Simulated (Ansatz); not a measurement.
**Molecular dynamics of BClH₂O**

Input file:

```yaml
crystal:
  periodic: [false, false, false]
  atoms:
    - { symbol: B, position_ang: [-0.029072, -0.024493, 0.013441] }
    - { symbol: O, position_ang: [-0.019318, -0.112323, 1.348647] }
    - { symbol: H, position_ang: [-0.900282, -0.174542, 1.738274] }
    - { symbol: H, position_ang: [1.011429, 0.057936, -0.581384] }
    - { symbol: Cl, position_ang: [-1.552557, -0.027979, -0.886878] }
basis:
  gaussian: { orbitals: def2-SVP }
hamiltonian:
  xc: pbe0
  dispersion: d4
md:
  timestep: 0.5
  n_steps: 166
  ensemble: nvt_nose_hoover
  temperature: 300.0
  initial_velocities: maxwell_boltzmann
  seed: 657798
  nose_hoover: { tau: 100.0, chain_length: 5 }
```

Launched with:

```bash
$ ansatz run input.yaml --threads 1 --pin off --max-ram 2048MiB --backend cpu --events-out ev --progress --plain --runs-dir out
```

It starts from a relaxed structure.

Output, in part (one step line in 2, the closing report, with atoms numbered from 0):

```
md step     0: t =     0.00 fs  T =   300.0 K  F+E_penalty+E_count = -15267.78250639 eV  E_kin = 0.116334 eV  conserved = -15267.66617239 eV  (22 SCF iters)
md step     2: t =     1.00 fs  T =   272.0 K  F+E_penalty+E_count = -15267.77141961 eV  E_kin = 0.105495 eV  conserved = -15267.66592525 eV  (22 SCF iters)
md step     4: t =     2.00 fs  T =   220.7 K  F+E_penalty+E_count = -15267.75118122 eV  E_kin = 0.085568 eV  conserved = -15267.66561587 eV  (23 SCF iters)
md step     6: t =     3.00 fs  T =   190.6 K  F+E_penalty+E_count = -15267.73955603 eV  E_kin = 0.073911 eV  conserved = -15267.66565264 eV  (24 SCF iters)
md step     8: t =     4.00 fs  T =   177.4 K  F+E_penalty+E_count = -15267.73470104 eV  E_kin = 0.068786 eV  conserved = -15267.66593286 eV  (23 SCF iters)
md step    10: t =     5.00 fs  T =   143.2 K  F+E_penalty+E_count = -15267.72144826 eV  E_kin = 0.055533 eV  conserved = -15267.66594739 eV  (24 SCF iters)
md step    12: t =     6.00 fs  T =    89.5 K  F+E_penalty+E_count = -15267.70020500 eV  E_kin = 0.034716 eV  conserved = -15267.66553678 eV  (23 SCF iters)
md step    14: t =     7.00 fs  T =    70.9 K  F+E_penalty+E_count = -15267.69290312 eV  E_kin = 0.027500 eV  conserved = -15267.66546455 eV  (21 SCF iters)
md step    16: t =     8.00 fs  T =    96.5 K  F+E_penalty+E_count = -15267.70321627 eV  E_kin = 0.037413 eV  conserved = -15267.66588417 eV  (23 SCF iters)
md step    18: t =     9.00 fs  T =   111.1 K  F+E_penalty+E_count = -15267.70893832 eV  E_kin = 0.043069 eV  conserved = -15267.66598230 eV  (24 SCF iters)
md step    20: t =    10.00 fs  T =    97.5 K  F+E_penalty+E_count = -15267.70336118 eV  E_kin = 0.037810 eV  conserved = -15267.66570031 eV  (23 SCF iters)
md step    22: t =    11.00 fs  T =    92.6 K  F+E_penalty+E_count = -15267.70129181 eV  E_kin = 0.035923 eV  conserved = -15267.66555455 eV  (22 SCF iters)
md step    24: t =    12.00 fs  T =   116.8 K  F+E_penalty+E_count = -15267.71081580 eV  E_kin = 0.045281 eV  conserved = -15267.66576689 eV  (24 SCF iters)
md step    26: t =    13.00 fs  T =   139.5 K  F+E_penalty+E_count = -15267.71984236 eV  E_kin = 0.054092 eV  conserved = -15267.66604811 eV  (24 SCF iters)
md step    28: t =    14.00 fs  T =   124.1 K  F+E_penalty+E_count = -15267.71362104 eV  E_kin = 0.048106 eV  conserved = -15267.66588478 eV  (24 SCF iters)
md step    30: t =    15.00 fs  T =    95.7 K  F+E_penalty+E_count = -15267.70214578 eV  E_kin = 0.037097 eV  conserved = -15267.66548265 eV  (22 SCF iters)
md step    32: t =    16.00 fs  T =   106.6 K  F+E_penalty+E_count = -15267.70649681 eV  E_kin = 0.041351 eV  conserved = -15267.66564252 eV  (23 SCF iters)
md step    34: t =    17.00 fs  T =   137.3 K  F+E_penalty+E_count = -15267.71866001 eV  E_kin = 0.053242 eV  conserved = -15267.66599995 eV  (23 SCF iters)
md step    36: t =    18.00 fs  T =   139.9 K  F+E_penalty+E_count = -15267.71941566 eV  E_kin = 0.054233 eV  conserved = -15267.66586769 eV  (23 SCF iters)
md step    38: t =    19.00 fs  T =   129.4 K  F+E_penalty+E_count = -15267.71494537 eV  E_kin = 0.050185 eV  conserved = -15267.66554985 eV  (23 SCF iters)
md step    40: t =    20.00 fs  T =   150.1 K  F+E_penalty+E_count = -15267.72285587 eV  E_kin = 0.058212 eV  conserved = -15267.66554642 eV  (22 SCF iters)
md step    42: t =    21.00 fs  T =   202.1 K  F+E_penalty+E_count = -15267.74321710 eV  E_kin = 0.078384 eV  conserved = -15267.66588677 eV  (24 SCF iters)
md step    44: t =    22.00 fs  T =   237.1 K  F+E_penalty+E_count = -15267.75676870 eV  E_kin = 0.091927 eV  conserved = -15267.66609300 eV  (23 SCF iters)
md step    46: t =    23.00 fs  T =   228.4 K  F+E_penalty+E_count = -15267.75289490 eV  E_kin = 0.088586 eV  conserved = -15267.66577406 eV  (23 SCF iters)
md step    48: t =    24.00 fs  T =   218.4 K  F+E_penalty+E_count = -15267.74858679 eV  E_kin = 0.084698 eV  conserved = -15267.66556023 eV  (23 SCF iters)
md step    50: t =    25.00 fs  T =   233.4 K  F+E_penalty+E_count = -15267.75454688 eV  E_kin = 0.090493 eV  conserved = -15267.66593977 eV  (23 SCF iters)
md step    52: t =    26.00 fs  T =   225.7 K  F+E_penalty+E_count = -15267.75151956 eV  E_kin = 0.087533 eV  conserved = -15267.66609903 eV  (23 SCF iters)
md step    54: t =    27.00 fs  T =   173.1 K  F+E_penalty+E_count = -15267.73054944 eV  E_kin = 0.067108 eV  conserved = -15267.66575400 eV  (23 SCF iters)
md step    56: t =    28.00 fs  T =   122.1 K  F+E_penalty+E_count = -15267.71034437 eV  E_kin = 0.047336 eV  conserved = -15267.66547129 eV  (23 SCF iters)
md step    58: t =    29.00 fs  T =   113.9 K  F+E_penalty+E_count = -15267.70719312 eV  E_kin = 0.044171 eV  conserved = -15267.66560873 eV  (24 SCF iters)
md step    60: t =    30.00 fs  T =   129.5 K  F+E_penalty+E_count = -15267.71344425 eV  E_kin = 0.050229 eV  conserved = -15267.66594042 eV  (23 SCF iters)
md step    62: t =    31.00 fs  T =   124.2 K  F+E_penalty+E_count = -15267.71118788 eV  E_kin = 0.048179 eV  conserved = -15267.66588519 eV  (22 SCF iters)
md step    64: t =    32.00 fs  T =   107.3 K  F+E_penalty+E_count = -15267.70410184 eV  E_kin = 0.041623 eV  conserved = -15267.66549637 eV  (24 SCF iters)
md step    66: t =    33.00 fs  T =   127.5 K  F+E_penalty+E_count = -15267.71191868 eV  E_kin = 0.049449 eV  conserved = -15267.66563333 eV  (23 SCF iters)
md step    68: t =    34.00 fs  T =   166.6 K  F+E_penalty+E_count = -15267.72729360 eV  E_kin = 0.064597 eV  conserved = -15267.66605743 eV  (23 SCF iters)
md step    70: t =    35.00 fs  T =   167.4 K  F+E_penalty+E_count = -15267.72731731 eV  E_kin = 0.064933 eV  conserved = -15267.66597734 eV  (23 SCF iters)
md step    72: t =    36.00 fs  T =   136.9 K  F+E_penalty+E_count = -15267.71490739 eV  E_kin = 0.053086 eV  conserved = -15267.66562963 eV  (23 SCF iters)
md step    74: t =    37.00 fs  T =   122.6 K  F+E_penalty+E_count = -15267.70910975 eV  E_kin = 0.047551 eV  conserved = -15267.66555173 eV  (21 SCF iters)
md step    76: t =    38.00 fs  T =   136.1 K  F+E_penalty+E_count = -15267.71440276 eV  E_kin = 0.052762 eV  conserved = -15267.66582720 eV  (23 SCF iters)
md step    78: t =    39.00 fs  T =   138.9 K  F+E_penalty+E_count = -15267.71547240 eV  E_kin = 0.053855 eV  conserved = -15267.66602095 eV  (23 SCF iters)
md step    80: t =    40.00 fs  T =   107.9 K  F+E_penalty+E_count = -15267.70293881 eV  E_kin = 0.041849 eV  conserved = -15267.66569274 eV  (22 SCF iters)
md step    82: t =    41.00 fs  T =    89.3 K  F+E_penalty+E_count = -15267.69526724 eV  E_kin = 0.034642 eV  conserved = -15267.66538620 eV  (21 SCF iters)
md step    84: t =    42.00 fs  T =   122.5 K  F+E_penalty+E_count = -15267.70831147 eV  E_kin = 0.047512 eV  conserved = -15267.66573832 eV  (21 SCF iters)
md step    86: t =    43.00 fs  T =   162.4 K  F+E_penalty+E_count = -15267.72381454 eV  E_kin = 0.062989 eV  conserved = -15267.66601960 eV  (23 SCF iters)
md step    88: t =    44.00 fs  T =   168.2 K  F+E_penalty+E_count = -15267.72550934 eV  E_kin = 0.065222 eV  conserved = -15267.66578384 eV  (23 SCF iters)
md step    90: t =    45.00 fs  T =   168.5 K  F+E_penalty+E_count = -15267.72504861 eV  E_kin = 0.065333 eV  conserved = -15267.66552205 eV  (22 SCF iters)
md step    92: t =    46.00 fs  T =   199.8 K  F+E_penalty+E_count = -15267.73696762 eV  E_kin = 0.077479 eV  conserved = -15267.66563920 eV  (23 SCF iters)
md step    94: t =    47.00 fs  T =   245.0 K  F+E_penalty+E_count = -15267.75441295 eV  E_kin = 0.094990 eV  conserved = -15267.66600354 eV  (24 SCF iters)
md step    96: t =    48.00 fs  T =   253.2 K  F+E_penalty+E_count = -15267.75716679 eV  E_kin = 0.098189 eV  conserved = -15267.66605154 eV  (22 SCF iters)
md step    98: t =    49.00 fs  T =   220.3 K  F+E_penalty+E_count = -15267.74349143 eV  E_kin = 0.085411 eV  conserved = -15267.66562270 eV  (23 SCF iters)
md step   100: t =    50.00 fs  T =   201.8 K  F+E_penalty+E_count = -15267.73584483 eV  E_kin = 0.078239 eV  conserved = -15267.66556572 eV  (22 SCF iters)
md step   102: t =    51.00 fs  T =   205.6 K  F+E_penalty+E_count = -15267.73732072 eV  E_kin = 0.079720 eV  conserved = -15267.66597466 eV  (22 SCF iters)
md step   104: t =    52.00 fs  T =   180.3 K  F+E_penalty+E_count = -15267.72708710 eV  E_kin = 0.069907 eV  conserved = -15267.66595937 eV  (22 SCF iters)
md step   106: t =    53.00 fs  T =   126.1 K  F+E_penalty+E_count = -15267.70535840 eV  E_kin = 0.048893 eV  conserved = -15267.66556762 eV  (23 SCF iters)
md step   108: t =    54.00 fs  T =    97.3 K  F+E_penalty+E_count = -15267.69381700 eV  E_kin = 0.037748 eV  conserved = -15267.66540622 eV  (21 SCF iters)
md step   110: t =    55.00 fs  T =   117.8 K  F+E_penalty+E_count = -15267.70180974 eV  E_kin = 0.045698 eV  conserved = -15267.66568293 eV  (23 SCF iters)
md step   112: t =    56.00 fs  T =   148.0 K  F+E_penalty+E_count = -15267.71353309 eV  E_kin = 0.057395 eV  conserved = -15267.66601566 eV  (23 SCF iters)
md step   114: t =    57.00 fs  T =   142.9 K  F+E_penalty+E_count = -15267.71102521 eV  E_kin = 0.055424 eV  conserved = -15267.66582453 eV  (23 SCF iters)
md step   116: t =    58.00 fs  T =   128.8 K  F+E_penalty+E_count = -15267.70486386 eV  E_kin = 0.049962 eV  conserved = -15267.66544464 eV  (23 SCF iters)
md step   118: t =    59.00 fs  T =   153.0 K  F+E_penalty+E_count = -15267.71415077 eV  E_kin = 0.059315 eV  conserved = -15267.66571680 eV  (23 SCF iters)
md step   120: t =    60.00 fs  T =   180.8 K  F+E_penalty+E_count = -15267.72488810 eV  E_kin = 0.070122 eV  conserved = -15267.66606850 eV  (23 SCF iters)
md step   122: t =    61.00 fs  T =   163.8 K  F+E_penalty+E_count = -15267.71761856 eV  E_kin = 0.063513 eV  conserved = -15267.66585157 eV  (22 SCF iters)
md step   124: t =    62.00 fs  T =   127.6 K  F+E_penalty+E_count = -15267.70285390 eV  E_kin = 0.049471 eV  conserved = -15267.66550334 eV  (23 SCF iters)
md step   126: t =    63.00 fs  T =   121.1 K  F+E_penalty+E_count = -15267.70003138 eV  E_kin = 0.046953 eV  conserved = -15267.66551994 eV  (21 SCF iters)
md step   128: t =    64.00 fs  T =   142.5 K  F+E_penalty+E_count = -15267.70831049 eV  E_kin = 0.055248 eV  conserved = -15267.66585873 eV  (23 SCF iters)
md step   130: t =    65.00 fs  T =   145.3 K  F+E_penalty+E_count = -15267.70912311 eV  E_kin = 0.056350 eV  conserved = -15267.66597206 eV  (23 SCF iters)
md step   132: t =    66.00 fs  T =   118.1 K  F+E_penalty+E_count = -15267.69777681 eV  E_kin = 0.045803 eV  conserved = -15267.66554379 eV  (23 SCF iters)
md step   134: t =    67.00 fs  T =   118.4 K  F+E_penalty+E_count = -15267.69742032 eV  E_kin = 0.045931 eV  conserved = -15267.66538761 eV  (20 SCF iters)
md step   136: t =    68.00 fs  T =   165.9 K  F+E_penalty+E_count = -15267.71589458 eV  E_kin = 0.064339 eV  conserved = -15267.66586661 eV  (23 SCF iters)
md step   138: t =    69.00 fs  T =   198.2 K  F+E_penalty+E_count = -15267.72800775 eV  E_kin = 0.076846 eV  conserved = -15267.66602385 eV  (23 SCF iters)
md step   140: t =    70.00 fs  T =   189.1 K  F+E_penalty+E_count = -15267.72358175 eV  E_kin = 0.073344 eV  conserved = -15267.66568911 eV  (23 SCF iters)
md step   142: t =    71.00 fs  T =   182.2 K  F+E_penalty+E_count = -15267.72010871 eV  E_kin = 0.070649 eV  conserved = -15267.66547526 eV  (23 SCF iters)
md step   144: t =    72.00 fs  T =   207.9 K  F+E_penalty+E_count = -15267.72970759 eV  E_kin = 0.080634 eV  conserved = -15267.66569006 eV  (23 SCF iters)
md step   146: t =    73.00 fs  T =   235.6 K  F+E_penalty+E_count = -15267.74009662 eV  E_kin = 0.091370 eV  conserved = -15267.66604696 eV  (24 SCF iters)
md step   148: t =    74.00 fs  T =   216.9 K  F+E_penalty+E_count = -15267.73196864 eV  E_kin = 0.084102 eV  conserved = -15267.66591803 eV  (23 SCF iters)
md step   150: t =    75.00 fs  T =   171.5 K  F+E_penalty+E_count = -15267.71324243 eV  E_kin = 0.066498 eV  conserved = -15267.66541961 eV  (23 SCF iters)
md step   152: t =    76.00 fs  T =   163.6 K  F+E_penalty+E_count = -15267.70977139 eV  E_kin = 0.063446 eV  conserved = -15267.66553808 eV  (23 SCF iters)
md step   154: t =    77.00 fs  T =   180.3 K  F+E_penalty+E_count = -15267.71609098 eV  E_kin = 0.069923 eV  conserved = -15267.66595303 eV  (23 SCF iters)
md step   156: t =    78.00 fs  T =   168.0 K  F+E_penalty+E_count = -15267.71056700 eV  E_kin = 0.065137 eV  conserved = -15267.66580921 eV  (23 SCF iters)
md step   158: t =    79.00 fs  T =   143.0 K  F+E_penalty+E_count = -15267.69996849 eV  E_kin = 0.055439 eV  conserved = -15267.66543679 eV  (23 SCF iters)
md step   160: t =    80.00 fs  T =   157.2 K  F+E_penalty+E_count = -15267.70496510 eV  E_kin = 0.060956 eV  conserved = -15267.66542727 eV  (24 SCF iters)
md step   162: t =    81.00 fs  T =   211.9 K  F+E_penalty+E_count = -15267.72594218 eV  E_kin = 0.082176 eV  conserved = -15267.66583191 eV  (23 SCF iters)
md step   164: t =    82.00 fs  T =   248.8 K  F+E_penalty+E_count = -15267.73967964 eV  E_kin = 0.096471 eV  conserved = -15267.66610770 eV  (23 SCF iters)
md step   166: t =    83.00 fs  T =   231.1 K  F+E_penalty+E_count = -15267.73157323 eV  E_kin = 0.089611 eV  conserved = -15267.66573563 eV  (23 SCF iters)
Total energy: -15267.73159141 eV, -561.0787871440 hartree
Atom 0 at    -0.057605    -0.029979     0.014447 Å, force     0.718902    -0.043853    -0.244011 eV/Å
Atom 1 at    -0.021100    -0.101098     1.339213 Å, force     0.958356    -0.055387     0.128401 eV/Å
Atom 2 at    -0.848603    -0.301180     1.747900 Å, force    -1.062189    -0.014726     0.525416 eV/Å
Atom 3 at     0.982885     0.004777    -0.579373 Å, force     0.091455     0.150479    -0.075127 eV/Å
Atom 4 at    -1.543710    -0.026260    -0.883258 Å, force    -0.706523    -0.036513    -0.334679 eV/Å
Dipole moment:    -0.178246    -0.069857     0.230283 e Å
```

All steps were run. The conserved energy stayed within 0.17 meV per atom of its start (net change 0.087 meV per atom), so the integration is sound. The mean temperature of the second half is 43 % below the set value. A run of 0.083 ps of so small a system gives no equilibrium averages.

The same pairs are bonded in the first frame and the last. Pairs count as bonded within 1.25 times the sum of covalent radii (0.12 Å more for H–H).

Last frame:

```xyz
5
Properties=species:S:1:pos:R:3
B -0.058 -0.030 0.014
O -0.021 -0.101 1.339
H -0.849 -0.301 1.748
H 0.983 0.005 -0.579
Cl -1.544 -0.026 -0.883
```

The run took 3 min on 1 thread of Arm Neoverse V1 (shared host), peak memory 0.099 GiB.
